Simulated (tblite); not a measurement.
Compound: C5H6O.
Atom-mapped SMILES: `[CH2:1]=[CH:2]/[CH:3]=[CH:4]/[CH:5]=[O:6]` (hydrogens: H7, H8 on C1; H9 on C2; H10 on C3; H11 on C4; H12 on C5)

Computed with GFN2-xTB (tblite), gas phase: Langevin dynamics at 300 K from the optimised GFN2-xTB geometry, time step 0.5 fs, friction 0.01 fs⁻¹, 2000 steps. The instantaneous temperature is 2·E(kin)/(3Nk) with all 3N coordinates.

```json
{"t (fs)": "0", "T (K)": "262", "E(pot) above start (eV)": "0.000", "C1=C2 (Å)": "1.332", "C2–C3 (Å)": "1.438", "C3=C4 (Å)": "1.343", "C4–C5 (Å)": "1.454", "C5=O6 (Å)": "1.207", "C1–H7 (Å)": "1.078", "C1–C2–C3–C4 (°)": "180"}
{"t (fs)": "25", "T (K)": "218", "E(pot) above start (eV)": "0.336", "C1=C2 (Å)": "1.328", "C2–C3 (Å)": "1.479", "C3=C4 (Å)": "1.325", "C4–C5 (Å)": "1.446", "C5=O6 (Å)": "1.211", "C1–H7 (Å)": "1.102", "C1–C2–C3–C4 (°)": "-173"}
{"t (fs)": "50", "T (K)": "279", "E(pot) above start (eV)": "0.477", "C1=C2 (Å)": "1.316", "C2–C3 (Å)": "1.449", "C3=C4 (Å)": "1.315", "C4–C5 (Å)": "1.488", "C5=O6 (Å)": "1.211", "C1–H7 (Å)": "1.058", "C1–C2–C3–C4 (°)": "-150"}
{"t (fs)": "75", "T (K)": "256", "E(pot) above start (eV)": "0.489", "C1=C2 (Å)": "1.323", "C2–C3 (Å)": "1.405", "C3=C4 (Å)": "1.345", "C4–C5 (Å)": "1.467", "C5=O6 (Å)": "1.224", "C1–H7 (Å)": "1.065", "C1–C2–C3–C4 (°)": "-158"}
{"t (fs)": "100", "T (K)": "230", "E(pot) above start (eV)": "0.349", "C1=C2 (Å)": "1.330", "C2–C3 (Å)": "1.446", "C3=C4 (Å)": "1.346", "C4–C5 (Å)": "1.464", "C5=O6 (Å)": "1.213", "C1–H7 (Å)": "1.082", "C1–C2–C3–C4 (°)": "-148"}
{"t (fs)": "125", "T (K)": "181", "E(pot) above start (eV)": "0.389", "C1=C2 (Å)": "1.339", "C2–C3 (Å)": "1.468", "C3=C4 (Å)": "1.339", "C4–C5 (Å)": "1.456", "C5=O6 (Å)": "1.212", "C1–H7 (Å)": "1.081", "C1–C2–C3–C4 (°)": "-164"}
{"t (fs)": "150", "T (K)": "190", "E(pot) above start (eV)": "0.388", "C1=C2 (Å)": "1.324", "C2–C3 (Å)": "1.428", "C3=C4 (Å)": "1.322", "C4–C5 (Å)": "1.437", "C5=O6 (Å)": "1.200", "C1–H7 (Å)": "1.073", "C1–C2–C3–C4 (°)": "-153"}
{"t (fs)": "175", "T (K)": "154", "E(pot) above start (eV)": "0.407", "C1=C2 (Å)": "1.299", "C2–C3 (Å)": "1.447", "C3=C4 (Å)": "1.359", "C4–C5 (Å)": "1.487", "C5=O6 (Å)": "1.211", "C1–H7 (Å)": "1.078", "C1–C2–C3–C4 (°)": "-155"}
{"t (fs)": "200", "T (K)": "229", "E(pot) above start (eV)": "0.310", "C1=C2 (Å)": "1.334", "C2–C3 (Å)": "1.429", "C3=C4 (Å)": "1.351", "C4–C5 (Å)": "1.475", "C5=O6 (Å)": "1.188", "C1–H7 (Å)": "1.111", "C1–C2–C3–C4 (°)": "-149"}
{"t (fs)": "225", "T (K)": "258", "E(pot) above start (eV)": "0.339", "C1=C2 (Å)": "1.342", "C2–C3 (Å)": "1.409", "C3=C4 (Å)": "1.329", "C4–C5 (Å)": "1.479", "C5=O6 (Å)": "1.210", "C1–H7 (Å)": "1.050", "C1–C2–C3–C4 (°)": "-155"}
{"t (fs)": "250", "T (K)": "246", "E(pot) above start (eV)": "0.300", "C1=C2 (Å)": "1.354", "C2–C3 (Å)": "1.443", "C3=C4 (Å)": "1.334", "C4–C5 (Å)": "1.469", "C5=O6 (Å)": "1.209", "C1–H7 (Å)": "1.048", "C1–C2–C3–C4 (°)": "-161"}
{"t (fs)": "275", "T (K)": "235", "E(pot) above start (eV)": "0.278", "C1=C2 (Å)": "1.310", "C2–C3 (Å)": "1.447", "C3=C4 (Å)": "1.349", "C4–C5 (Å)": "1.463", "C5=O6 (Å)": "1.194", "C1–H7 (Å)": "1.131", "C1–C2–C3–C4 (°)": "-167"}
{"t (fs)": "300", "T (K)": "212", "E(pot) above start (eV)": "0.297", "C1=C2 (Å)": "1.289", "C2–C3 (Å)": "1.471", "C3=C4 (Å)": "1.357", "C4–C5 (Å)": "1.435", "C5=O6 (Å)": "1.223", "C1–H7 (Å)": "1.111", "C1–C2–C3–C4 (°)": "-168"}
{"t (fs)": "325", "T (K)": "230", "E(pot) above start (eV)": "0.368", "C1=C2 (Å)": "1.357", "C2–C3 (Å)": "1.482", "C3=C4 (Å)": "1.355", "C4–C5 (Å)": "1.476", "C5=O6 (Å)": "1.219", "C1–H7 (Å)": "1.031", "C1–C2–C3–C4 (°)": "-160"}
{"t (fs)": "350", "T (K)": "174", "E(pot) above start (eV)": "0.412", "C1=C2 (Å)": "1.364", "C2–C3 (Å)": "1.438", "C3=C4 (Å)": "1.333", "C4–C5 (Å)": "1.513", "C5=O6 (Å)": "1.192", "C1–H7 (Å)": "1.119", "C1–C2–C3–C4 (°)": "-158"}
{"t (fs)": "375", "T (K)": "211", "E(pot) above start (eV)": "0.272", "C1=C2 (Å)": "1.301", "C2–C3 (Å)": "1.453", "C3=C4 (Å)": "1.344", "C4–C5 (Å)": "1.451", "C5=O6 (Å)": "1.212", "C1–H7 (Å)": "1.072", "C1–C2–C3–C4 (°)": "-160"}
{"t (fs)": "400", "T (K)": "230", "E(pot) above start (eV)": "0.315", "C1=C2 (Å)": "1.297", "C2–C3 (Å)": "1.452", "C3=C4 (Å)": "1.353", "C4–C5 (Å)": "1.436", "C5=O6 (Å)": "1.246", "C1–H7 (Å)": "1.062", "C1–C2–C3–C4 (°)": "-165"}
{"t (fs)": "425", "T (K)": "253", "E(pot) above start (eV)": "0.221", "C1=C2 (Å)": "1.358", "C2–C3 (Å)": "1.415", "C3=C4 (Å)": "1.341", "C4–C5 (Å)": "1.465", "C5=O6 (Å)": "1.193", "C1–H7 (Å)": "1.097", "C1–C2–C3–C4 (°)": "-166"}
{"t (fs)": "450", "T (K)": "279", "E(pot) above start (eV)": "0.287", "C1=C2 (Å)": "1.355", "C2–C3 (Å)": "1.410", "C3=C4 (Å)": "1.361", "C4–C5 (Å)": "1.469", "C5=O6 (Å)": "1.179", "C1–H7 (Å)": "1.058", "C1–C2–C3–C4 (°)": "177"}
{"t (fs)": "475", "T (K)": "220", "E(pot) above start (eV)": "0.390", "C1=C2 (Å)": "1.317", "C2–C3 (Å)": "1.485", "C3=C4 (Å)": "1.352", "C4–C5 (Å)": "1.435", "C5=O6 (Å)": "1.249", "C1–H7 (Å)": "1.055", "C1–C2–C3–C4 (°)": "164"}
{"t (fs)": "500", "T (K)": "361", "E(pot) above start (eV)": "0.327", "C1=C2 (Å)": "1.309", "C2–C3 (Å)": "1.510", "C3=C4 (Å)": "1.331", "C4–C5 (Å)": "1.436", "C5=O6 (Å)": "1.211", "C1–H7 (Å)": "1.102", "C1–C2–C3–C4 (°)": "157"}
{"t (fs)": "525", "T (K)": "269", "E(pot) above start (eV)": "0.351", "C1=C2 (Å)": "1.353", "C2–C3 (Å)": "1.447", "C3=C4 (Å)": "1.319", "C4–C5 (Å)": "1.490", "C5=O6 (Å)": "1.178", "C1–H7 (Å)": "1.068", "C1–C2–C3–C4 (°)": "153"}
{"t (fs)": "550", "T (K)": "243", "E(pot) above start (eV)": "0.203", "C1=C2 (Å)": "1.361", "C2–C3 (Å)": "1.407", "C3=C4 (Å)": "1.353", "C4–C5 (Å)": "1.440", "C5=O6 (Å)": "1.224", "C1–H7 (Å)": "1.056", "C1–C2–C3–C4 (°)": "172"}
{"t (fs)": "575", "T (K)": "232", "E(pot) above start (eV)": "0.368", "C1=C2 (Å)": "1.334", "C2–C3 (Å)": "1.400", "C3=C4 (Å)": "1.360", "C4–C5 (Å)": "1.479", "C5=O6 (Å)": "1.229", "C1–H7 (Å)": "1.081", "C1–C2–C3–C4 (°)": "-174"}
{"t (fs)": "600", "T (K)": "254", "E(pot) above start (eV)": "0.401", "C1=C2 (Å)": "1.351", "C2–C3 (Å)": "1.447", "C3=C4 (Å)": "1.357", "C4–C5 (Å)": "1.494", "C5=O6 (Å)": "1.192", "C1–H7 (Å)": "1.099", "C1–C2–C3–C4 (°)": "-166"}
{"t (fs)": "625", "T (K)": "292", "E(pot) above start (eV)": "0.257", "C1=C2 (Å)": "1.325", "C2–C3 (Å)": "1.464", "C3=C4 (Å)": "1.335", "C4–C5 (Å)": "1.452", "C5=O6 (Å)": "1.204", "C1–H7 (Å)": "1.082", "C1–C2–C3–C4 (°)": "-173"}
{"t (fs)": "650", "T (K)": "284", "E(pot) above start (eV)": "0.318", "C1=C2 (Å)": "1.341", "C2–C3 (Å)": "1.452", "C3=C4 (Å)": "1.354", "C4–C5 (Å)": "1.445", "C5=O6 (Å)": "1.212", "C1–H7 (Å)": "1.102", "C1–C2–C3–C4 (°)": "178"}
{"t (fs)": "675", "T (K)": "296", "E(pot) above start (eV)": "0.378", "C1=C2 (Å)": "1.345", "C2–C3 (Å)": "1.425", "C3=C4 (Å)": "1.366", "C4–C5 (Å)": "1.465", "C5=O6 (Å)": "1.206", "C1–H7 (Å)": "1.076", "C1–C2–C3–C4 (°)": "176"}
{"t (fs)": "700", "T (K)": "163", "E(pot) above start (eV)": "0.539", "C1=C2 (Å)": "1.316", "C2–C3 (Å)": "1.470", "C3=C4 (Å)": "1.332", "C4–C5 (Å)": "1.481", "C5=O6 (Å)": "1.186", "C1–H7 (Å)": "1.075", "C1–C2–C3–C4 (°)": "169"}
{"t (fs)": "725", "T (K)": "317", "E(pot) above start (eV)": "0.290", "C1=C2 (Å)": "1.313", "C2–C3 (Å)": "1.446", "C3=C4 (Å)": "1.357", "C4–C5 (Å)": "1.458", "C5=O6 (Å)": "1.208", "C1–H7 (Å)": "1.104", "C1–C2–C3–C4 (°)": "178"}
{"t (fs)": "750", "T (K)": "211", "E(pot) above start (eV)": "0.265", "C1=C2 (Å)": "1.335", "C2–C3 (Å)": "1.428", "C3=C4 (Å)": "1.368", "C4–C5 (Å)": "1.453", "C5=O6 (Å)": "1.224", "C1–H7 (Å)": "1.060", "C1–C2–C3–C4 (°)": "-166"}
{"t (fs)": "775", "T (K)": "208", "E(pot) above start (eV)": "0.322", "C1=C2 (Å)": "1.362", "C2–C3 (Å)": "1.456", "C3=C4 (Å)": "1.348", "C4–C5 (Å)": "1.446", "C5=O6 (Å)": "1.189", "C1–H7 (Å)": "1.074", "C1–C2–C3–C4 (°)": "-167"}
{"t (fs)": "800", "T (K)": "213", "E(pot) above start (eV)": "0.351", "C1=C2 (Å)": "1.341", "C2–C3 (Å)": "1.479", "C3=C4 (Å)": "1.318", "C4–C5 (Å)": "1.440", "C5=O6 (Å)": "1.204", "C1–H7 (Å)": "1.105", "C1–C2–C3–C4 (°)": "-173"}
{"t (fs)": "825", "T (K)": "220", "E(pot) above start (eV)": "0.266", "C1=C2 (Å)": "1.321", "C2–C3 (Å)": "1.438", "C3=C4 (Å)": "1.338", "C4–C5 (Å)": "1.448", "C5=O6 (Å)": "1.209", "C1–H7 (Å)": "1.050", "C1–C2–C3–C4 (°)": "-175"}
{"t (fs)": "850", "T (K)": "160", "E(pot) above start (eV)": "0.347", "C1=C2 (Å)": "1.339", "C2–C3 (Å)": "1.427", "C3=C4 (Å)": "1.377", "C4–C5 (Å)": "1.505", "C5=O6 (Å)": "1.199", "C1–H7 (Å)": "1.089", "C1–C2–C3–C4 (°)": "172"}
{"t (fs)": "875", "T (K)": "280", "E(pot) above start (eV)": "0.305", "C1=C2 (Å)": "1.316", "C2–C3 (Å)": "1.433", "C3=C4 (Å)": "1.378", "C4–C5 (Å)": "1.452", "C5=O6 (Å)": "1.199", "C1–H7 (Å)": "1.099", "C1–C2–C3–C4 (°)": "160"}
{"t (fs)": "900", "T (K)": "227", "E(pot) above start (eV)": "0.460", "C1=C2 (Å)": "1.320", "C2–C3 (Å)": "1.470", "C3=C4 (Å)": "1.374", "C4–C5 (Å)": "1.416", "C5=O6 (Å)": "1.203", "C1–H7 (Å)": "1.050", "C1–C2–C3–C4 (°)": "154"}
{"t (fs)": "925", "T (K)": "196", "E(pot) above start (eV)": "0.401", "C1=C2 (Å)": "1.328", "C2–C3 (Å)": "1.499", "C3=C4 (Å)": "1.316", "C4–C5 (Å)": "1.468", "C5=O6 (Å)": "1.210", "C1–H7 (Å)": "1.119", "C1–C2–C3–C4 (°)": "166"}
{"t (fs)": "950", "T (K)": "161", "E(pot) above start (eV)": "0.431", "C1=C2 (Å)": "1.365", "C2–C3 (Å)": "1.427", "C3=C4 (Å)": "1.335", "C4–C5 (Å)": "1.466", "C5=O6 (Å)": "1.219", "C1–H7 (Å)": "1.085", "C1–C2–C3–C4 (°)": "178"}
{"t (fs)": "975", "T (K)": "240", "E(pot) above start (eV)": "0.308", "C1=C2 (Å)": "1.343", "C2–C3 (Å)": "1.433", "C3=C4 (Å)": "1.367", "C4–C5 (Å)": "1.453", "C5=O6 (Å)": "1.218", "C1–H7 (Å)": "1.064", "C1–C2–C3–C4 (°)": "-179"}
{"t (fs)": "1000", "T (K)": "212", "E(pot) above start (eV)": "0.290", "C1=C2 (Å)": "1.319", "C2–C3 (Å)": "1.461", "C3=C4 (Å)": "1.353", "C4–C5 (Å)": "1.461", "C5=O6 (Å)": "1.191", "C1–H7 (Å)": "1.121", "C1–C2–C3–C4 (°)": "-175"}
```

**Question.** From 500 fs on, how do temperature and potential energy compare with equipartition?

**Answer.** The mean temperature of these 21 frames is 240 K against the target 300 K, and the mean potential energy 0.34 eV against 30 × kT/2 = 0.39 eV for 30 classical harmonic modes. For 12 atoms in a canonical ensemble the temperature itself scatters by T·√(2/(3N)) = 71 K; here its standard deviation is 51 K. These frames run colder than the target by 20 %; at their own mean temperature equipartition would give 0.31 eV. The whole run lasts only 10 friction times of 100 fs, so these averages carry a wide statistical error.

**Question.** What are the kinetic and total energies of the listed frame with the highest potential energy?

**Answer.** The one at 700 fs, 0.539 eV above the start. Its kinetic energy is 3NkT/2 = 0.252 eV at 163 K, so the sum is 0.79 eV; over the listed frames the sum runs from 0.41 to 0.91 eV, since the thermostat adds and removes energy.

**Question.** How much do the listed bonds fluctuate from 500 fs on?

**Answer.** 
```csv
bond,at the start (Å),mean (Å),standard deviation (Å)
C1=C2,1.332,1.335,0.017
C2–C3,1.438,1.449,0.027
C3=C4,1.343,1.349,0.019
C4–C5,1.454,1.459,0.021
C5=O6,1.207,1.205,0.013
C1–H7,1.078,1.084,0.021
```

The motion is classical and holds no zero-point motion.

The cost below is that of the whole dynamics run. Hardware: an Arm Neoverse V1 with one thread, shared host with 32 logical CPUs at a one-minute load of 40. Cost: 7.9 s wall, 0.18 GiB resident at most.
